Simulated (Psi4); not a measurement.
# BF2 (SMILES F[B]F): a chain of runs

Aim: a geometry optimisation (UPBEh-3c/def2-mSVP), then the harmonic vibrations, then a single-point energy (UMP2/cc-pVTZ) of BF2. 

The calculation is run with Psi4 1.11.

## (1) The molecule

The species is BF2 (3 atoms), meant as a doublet with charge 0. SMILES: `F[B]F`. The shape is that of a PBE0-D4/def2-TZVP optimisation. The run starts from this shape.

Bond lengths: F1–B2 1.306 Å, B2–F3 1.306 Å. Angles: F1–B2–F3 121.1°.

## (2) A geometry optimisation at UPBEh-3c/def2-mSVP (density fitting) (run 1)

input.inp

```
memory 1600 MB

molecule {
  0 2
  F      0.513100    -1.044300     0.160000
  B      0.279000     0.240500     0.181300
  F     -0.802900     0.738900    -0.354600
}

set {
  reference uks
  geom_maxiter 60
}

e_tot, wfn = optimize('pbeh-3c', return_wfn=True)
```

Run with:

```bash
$ psi4 -n 1 input.inp input.out
```

input.out:

```text
[...]
  Running in cs symmetry.
[...]
  Nuclear repulsion =   55.302284297814481
[...]
  Multiplicity = 2
[...]
  Nalpha       = 12
  Nbeta        = 11
[...]
    Number of basis functions: 45
[...]
   @DF-UKS iter   1:  -224.08606756373888   -5.07089e-01   1.08050e-02 ADIIS/DIIS
[...]
   @DF-UKS iter   7:  -224.13010652933806    1.13687e-13   8.76073e-09 DIIS
[...]
   @S^2 Observed:                7.515711182E-01
[...]
  @DF-UKS Final Energy:  -224.13010652933806
   => Energetics <=
    Nuclear Repulsion Energy =             55.1063039126683663
    One-Electron Energy =                -420.7577334905860198
    Two-Electron Energy =                 156.0228563267860125
    DFT Exchange-Correlation Energy =     -14.5059759480286896
    Empirical Dispersion Energy =           0.0044426698222954
    VV10 Nonlocal Energy =                  0.0000000000000000
    Total Energy =                       -224.1301065293380645
[...]
 Multipole Moments:
 ------------------------------------------------------------------------------------
     Multipole            Electronic (a.u.)      Nuclear  (a.u.)        Total (a.u.)
 ------------------------------------------------------------------------------------
 L = 1.  Multiply by 2.5417464519 to convert [e a0] to [Debye]
 Dipole X            :          0.2697718           -0.1607622            0.1090096
 Dipole Y            :          0.2108772           -0.1256694            0.0852078
 Dipole Z            :          0.0000000            0.0000000            0.0000000
 Magnitude           :                                                    0.1383599
[...]
  -Total Gradient:
     Atom            X                  Y                   Z
    ------   -----------------  -----------------  -----------------
       1        0.000101947582     0.000096002734     0.000000000000
       2        0.000101084233     0.000076433558     0.000000000000
       3        0.000115614686     0.000076645736     0.000000000000
[...]
    Final optimized geometry and variables:
    Molecular point group: cs
    Full point group: Cs
    Geometry (in Angstrom), charge = 0, multiplicity = 2:
    F            0.588128210974    -0.988229057947     0.000000000000
    B            0.394998092533     0.308773787791     0.000000000000
    F           -0.817024007114     0.809299024310     0.000000000000
    Psi4 run time: 0:00:15.23
[...]
```

Standard output:

```text
Optimizer: Optimization complete!
```

Run time: 18 s. Hardware: 1 thread of Intel Xeon Platinum 8375C at 2.90GHz (Ice Lake), shared host; peak memory 0.3 GiB.

Step by step:

```tsv
step	energy from the first frame kept (eV)	largest force (eV/Å)
0	0.0000	0.2742
1	-0.0013	0.0548
2	-0.0014	0.0072
```

After the run. Bond lengths: F1–B2 1.311 Å, B2–F3 1.311 Å. Angles: F1–B2–F3 120.9°.

## (3) Vibrational wavenumbers at UPBEh-3c/def2-mSVP (density fitting) (run 2)

bf2.py

```python
import psi4

psi4.set_memory(1600000000)
psi4.set_num_threads(1)
psi4.set_output_file('run.log', False)

m = psi4.geometry("""
0 2
F      0.514231    -1.047473     0.160251
B      0.281459     0.242806     0.182919
F     -0.805455     0.740736    -0.355789
""")

psi4.set_options({
    'reference': 'uks',
    't': 400.0,
    'rotational_symmetry_number': 2,
})

e, wfn = psi4.frequencies('pbeh-3c', return_wfn=True)
print(f'total energy {e:.8f} hartree = {e * 27.211386:.5f} eV')
print('wavenumbers / cm^-1:', wfn.frequencies().np.round(1))
for k, v in sorted(psi4.core.scalar_variables().items()):
    print(f'{k:45s} {v:18.10f}')
```

Run with:

```bash
$ python bf2.py
```

run.log:

```text
[...]
  Running in cs symmetry.
[...]
  Nuclear repulsion =   55.111815019568354
[...]
  Multiplicity = 2
[...]
  Nalpha       = 12
  Nbeta        = 11
[...]
    Number of basis functions: 45
[...]
   @DF-UKS iter   1:  -224.08580589948693   -5.16821e-01   1.08228e-02 ADIIS/DIIS
[...]
  Running in c1 symmetry.
[...]
   @DF-UKS iter  11:  -224.13010652929847   -1.27898e-12   4.51701e-09 DIIS
[...]
   @S^2 Observed:                7.515711171E-01
[...]
  @DF-UKS Final Energy:  -224.13010652929847
   => Energetics <=
    Nuclear Repulsion Energy =             55.1062939606238800
    One-Electron Energy =                -420.7577151002379878
    Two-Electron Energy =                 156.0228476660093122
    DFT Exchange-Correlation Energy =     -14.5059757264166809
    Empirical Dispersion Energy =           0.0044426707230088
    VV10 Nonlocal Energy =                  0.0000000000000000
    Total Energy =                       -224.1301065292984731
[...]
 Multipole Moments:
 ------------------------------------------------------------------------------------
     Multipole            Electronic (a.u.)      Nuclear  (a.u.)        Total (a.u.)
 ------------------------------------------------------------------------------------
 L = 1.  Multiply by 2.5417464519 to convert [e a0] to [Debye]
 Dipole X            :          0.2697724           -0.1607622            0.1090102
 Dipole Y            :          0.2108784           -0.1256695            0.0852090
 Dipole Z            :         -0.0004333            0.0002582           -0.0001751
 Magnitude           :                                                    0.1383612
[...]
  -Total Gradient:
     Atom            X                  Y                   Z
    ------   -----------------  -----------------  -----------------
       1        0.000101931493     0.000095540175    -0.000000174084
       2        0.000101339412     0.000076888315    -0.000000161266
       3        0.000115375327     0.000076654245    -0.000000176501
[...]
  ==> Harmonic Vibrational Analysis <==
[...]
  Freq [cm^-1]                 509.1462           1198.5420           1481.1184
[...]
  IR activ [km/mol]            20.6467             98.3681             329.7553
[...]
  Total E_0, Enthalpy at 0 [K]                                                         -224.12284189 [Eh]
[...]
  Total H, Enthalpy at  400.00 [K]                                                     -224.11722528 [Eh]
[...]
  Total G, Gibbs energy at  400.00 [K]                                                 -224.15665492 [Eh]
[...]
```

The script printed:

```text
Warning: used thermodynamics relations inappropriate for low-frequency modes: ['509.1462']
total energy -224.13010653 hartree = -6098.89084 eV
wavenumbers / cm^-1: [ 509.1 1198.5 1481.1]
CURRENT ENERGY                                   -224.1301065293
CURRENT REFERENCE ENERGY                         -224.1301065293
DD SOLVATION ENERGY                                 0.0000000000
DFT FUNCTIONAL TOTAL ENERGY                      -224.1345491995
DFT TOTAL ENERGY                                 -224.1301065293
DFT VV10 ENERGY                                     0.0000000000
DFT XC ENERGY                                     -14.5059758642
DISPERSION CORRECTION ENERGY                       -0.0003732614
ENTHALPY                                         -224.1172252756
ENTHALPY CORRECTION                                 0.0128812536
FINDIF NUMBER                                      11.0000000000
GIBBS FREE ENERGY                                -224.1566549231
GIBBS FREE ENERGY CORRECTION                       -0.0265483938
GRID ELECTRONS ALPHA                               12.0000024907
GRID ELECTRONS BETA                                11.0000032299
GRID ELECTRONS TOTAL                               23.0000057206
NUCLEAR REPULSION ENERGY                           55.1063016341
ONE-ELECTRON ENERGY                              -420.7577289843
PBEH3C DISPERSION CORRECTION ENERGY                -0.0003732614
PCM POLARIZATION ENERGY                             0.0000000000
PE ENERGY                                           0.0000000000
SCF ITERATION ENERGY                             -224.1301065293
SCF ITERATIONS                                     11.0000000000
SCF TOTAL ENERGY                                 -224.1301065293
THERMAL ENERGY                                   -224.1184919998
THERMAL ENERGY CORRECTION                           0.0116145295
TWO-ELECTRON ENERGY                               156.0228540150
ZERO K ENTHALPY                                  -224.1228418935
ZPVE                                                0.0072646357
```

Wall time 55 s (1 thread of Intel Xeon Platinum 8375C at 2.90GHz (Ice Lake), shared host); peak memory 0.3 GiB.

## (4) The energy at UMP2/cc-pVTZ (density fitting, density fitting for correlation) (run 3)

bf2.xyz

```xyz
3
BF2
F      0.514231    -1.047473     0.160251
B      0.281459     0.242806     0.182919
F     -0.805455     0.740736    -0.355789
```

calc.py

```python
import psi4

psi4.set_memory(1600000000)
psi4.set_num_threads(1)
psi4.set_output_file('run.log', False)

with open('bf2.xyz') as f:
    atoms = ''.join(f.readlines()[2:])
m = psi4.geometry('0 2\n' + atoms + '')

psi4.set_options({
    'reference': 'uhf',
    'freeze_core': True,
})

result, w = psi4.energy("mp2/cc-pVTZ", molecule=m, return_wfn=True)
print('E =', round(result, 9))
for k, v in sorted(psi4.core.scalar_variables().items()):
    print(f'{k:45s} {v:18.10f}')
```

Run with:

```bash
$ python calc.py
```

run.log:

```text
[...]
  Running in cs symmetry.
[...]
  Nuclear repulsion =   55.106301634053949
[...]
  Multiplicity = 2
[...]
  Nalpha       = 12
  Nbeta        = 11
[...]
    Number of basis functions: 90
[...]
   @DF-UHF iter   1:  -223.65156053315303   -8.47703e-01   5.91039e-03 DIIS/ADIIS
[...]
   @DF-UHF iter  12:  -223.70698769551908   -1.62004e-12   7.23411e-09 DIIS
[...]
   @S^2 Observed:                7.522019993E-01
[...]
    Orbital Energies [Eh]
    ---------------------
    Alpha Occupied:
       1Ap   -26.337211     2Ap   -26.337197     3Ap    -7.752121
       4Ap    -1.669053     5Ap    -1.640860     6Ap    -0.842520
       7Ap    -0.789586     8Ap    -0.752372     1App   -0.730526
       2App   -0.675712     9Ap    -0.675534    10Ap    -0.415608
    Alpha Virtual:
       3App    0.101265    11Ap     0.204368    12Ap     0.208677
      13Ap     0.262606     4App    0.298037    14Ap     0.489742
      15Ap     0.518388     5App    0.561520     6App    0.666085
      16Ap     0.667455    17Ap     0.668573    18Ap     0.784995
      19Ap     1.015425     7App    1.034513    20Ap     1.046660
[...]
  @DF-UHF Final Energy:  -223.70698769551908
   => Energetics <=
    Nuclear Repulsion Energy =             55.1063016340539491
    One-Electron Energy =                -420.9374242753305566
    Two-Electron Energy =                 142.1241349457575041
    Total Energy =                       -223.7069876955190750
  UHF NO Occupations:
  HONO-2 :    2App 1.9995915
  HONO-1 :    9 Ap 1.9994499
[...]
 Multipole Moments:
 ------------------------------------------------------------------------------------
     Multipole            Electronic (a.u.)      Nuclear  (a.u.)        Total (a.u.)
 ------------------------------------------------------------------------------------
 L = 1.  Multiply by 2.5417464519 to convert [e a0] to [Debye]
 Dipole X            :          0.3528604           -0.1607622            0.1920982
 Dipole Y            :          0.2758293           -0.1256695            0.1501598
 Dipole Z            :          0.0000000            0.0000000            0.0000000
 Magnitude           :                                                    0.2438231
[...]
```

The script printed:

```text
E = -224.277821617
CURRENT CORRELATION ENERGY                         -0.5708339212
CURRENT ENERGY                                   -224.2778216168
CURRENT REFERENCE ENERGY                         -223.7069876955
CUSTOM SCS-MP2 CORRELATION ENERGY                  -0.5525953984
CUSTOM SCS-MP2 TOTAL ENERGY                      -224.2595830939
DD SOLVATION ENERGY                                 0.0000000000
HF KINETIC ENERGY                                 223.5304275640
HF POTENTIAL ENERGY                              -447.2374152595
HF TOTAL ENERGY                                  -223.7069876955
HF VIRIAL RATIO                                     2.0007898707
MP2 CORRELATION ENERGY                             -0.5708339212
MP2 DOUBLES ENERGY                                 -0.5708339212
MP2 OPPOSITE-SPIN CORRELATION ENERGY               -0.4180585669
MP2 SAME-SPIN CORRELATION ENERGY                   -0.1527753543
MP2 SINGLES ENERGY                                 -0.0000000000
MP2 TOTAL ENERGY                                 -224.2778216168
NUCLEAR REPULSION ENERGY                           55.1063016341
ONE-ELECTRON ENERGY                              -420.9374242753
PCM POLARIZATION ENERGY                             0.0000000000
PE ENERGY                                           0.0000000000
SCF ITERATION ENERGY                             -223.7069876955
SCF ITERATIONS                                     12.0000000000
SCF TOTAL ENERGY                                 -223.7069876955
SCS-MP2 CORRELATION ENERGY                         -0.5525953984
SCS-MP2 TOTAL ENERGY                             -224.2595830939
TWO-ELECTRON ENERGY                               142.1241349458
```

It took 3.9 s on 1 thread of Intel Xeon Platinum 8375C at 2.90GHz (Ice Lake), shared host; peak memory 0.22 GiB.

## (5) What came out

```
                                                                         quantity             value
                               run 1, UPBEh-3c/def2-mSVP: total energy at the end     -224.13011 Eh
                                         run 1, UPBEh-3c/def2-mSVP: dipole moment            0.35 D
                    run 1, UPBEh-3c/def2-mSVP: HOMO energy (highest over α and β)          -8.18 eV
                     run 1, UPBEh-3c/def2-mSVP: LUMO energy (lowest over α and β)          -1.32 eV
                                                  run 1, UPBEh-3c/def2-mSVP: ⟨S²⟩             0.752
                            run 2, UPBEh-3c/def2-mSVP: lowest harmonic wavenumber          509 cm⁻¹
                           run 2, UPBEh-3c/def2-mSVP: highest harmonic wavenumber         1481 cm⁻¹
                                     run 2, UPBEh-3c/def2-mSVP: zero-point energy       19.1 kJ/mol
run 2, UPBEh-3c/def2-mSVP: ideal-gas entropy at 400 K (symmetry number 2 as used)  61.9 cal/(mol K)
                                                run 3, UMP2/cc-pVTZ: total energy     -224.27782 Eh
  run 3, UMP2/cc-pVTZ: HOMO energy (Hartree–Fock orbitals) (highest over α and β)         -11.31 eV
   run 3, UMP2/cc-pVTZ: LUMO energy (Hartree–Fock orbitals) (lowest over α and β)           1.85 eV
                 run 3, UMP2/cc-pVTZ: correlation energy (3 core orbitals frozen)        -570.8 mEh
                           run 3, UMP2/cc-pVTZ: ⟨S²⟩ of the reference determinant             0.752
```

What this shows: The optimisation (run 1, UPBEh-3c/def2-mSVP) took 3 steps and changed the energy by -0.001 eV. All 3 modes (run 2, UPBEh-3c/def2-mSVP) are real, so the shape is a minimum at this level.
